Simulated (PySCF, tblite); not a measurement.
**LiHO, a cluster of ions: NMR shifts, interaction energy, infrared bands, spin-spin couplings, core binding energies and electronic excitations**

The task here is to estimate one member of a computed series from the others.

Programs: tblite 0.8.0 and PySCF 2.14.0. All values are calculated, for the isolated system unless a continuum is named. Atoms count from 0, parts from 1.

## Starting point

3 atoms, charge 0, multiplicity 1; geometry: rigid parts in contact. Parts: 1 = atom 0, `[Li+]`, charge 1; 2 = atoms 1–2, `[OH-]`, charge -1.

Set-up of the first run:

Job settings and geometry (Å):

```
{"job": {"kind": "dock", "xc": "GFN2-xTB", "basis": "xTB"}, "charge": 0, "multiplicity": 1, "parts": [{"atoms": "0-0", "charge": 1, "multiplicity": 1}, {"atoms": "1-2", "charge": -1, "multiplicity": 1}]}
Li     0.000000     0.000000     0.000000
O     -1.753525    -1.244280    -0.303253
H     -2.566324    -0.751077    -0.536038
```

Method: GFN2-xTB search for minima from random contacts, gas phase.

The run is started by

```
$ OMP_NUM_THREADS=1 python cluster_run.py task.json out
```

This one command runs all jobs of the session in turn.

Steps of the session up to this table: Search for minima with GFN2-xTB; Optimising the geometry at PBE0-D3(BJ)/def2-TZVPD; Nuclear shieldings: PBE0/aug-pcSseg-3; Coupled-cluster interaction energy: CCSD(T) and MP2.

One of the session's tables, all rows but one given; the rest of the session is left out.

It belongs to the step «Coupled-cluster interaction energy: CCSD(T) and MP2». 

```
                 method  interaction energy (kcal/mol)
         HF/aug-cc-pVDZ                        -188.69
        MP2/aug-cc-pVDZ                        -180.98
       CCSD/aug-cc-pVDZ                        -183.05
    CCSD(T)/aug-cc-pVDZ                              ?
         HF/aug-cc-pVQZ                        -191.44
        MP2/aug-cc-pVQZ                        -184.25
    SCS-MP2/aug-cc-pVQZ                        -184.91
      MP2, extrapolated                        -184.42
CCSD(T), limit estimate                        -185.34
```

**Question.** Estimate the row for CCSD(T)/aug-cc-pVDZ.

**Answer.** interaction energy (kcal/mol): -181.90. In the column «interaction energy (kcal/mol)» it lies between CCSD/aug-cc-pVDZ (-183.05) and MP2/aug-cc-pVDZ (-180.98).
